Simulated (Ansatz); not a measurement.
System: SiH$_{2}$, net charge -1, doublet state. 
Coordinates optimised at B3LYP-D3(BJ)/def2-TZVP (Ansatz, a program for electronic structure):
```
Si
H 1 1.5524
H 1 1.5524 2 91.98
```
Charge -1, spin multiplicity 2.

Basis-set convergence of Hartree-Fock and CCSD(T) correlation energies (hartree) with Ansatz. Correlated levels leave the core frozen unless marked. UHF or UKS for open shells. No spin-orbit coupling. Non-relativistic. This anion needs diffuse functions, which these sets lack.

```
basis       functions       E(HF)  E(corr, CCSD(T))
----------  ---------  ----------  ----------------
def2-SVP           28  -289.93539          -0.12037
def2-TZVPP         70  -290.04257          -0.15462
def2-QZVPP        130  (withheld)        (withheld)
```

Q: Some entries are withheld; supply them.

A: 
- def2-QZVPP, E(HF): -290.05455
- def2-QZVPP, E(corr, CCSD(T)): -0.16281
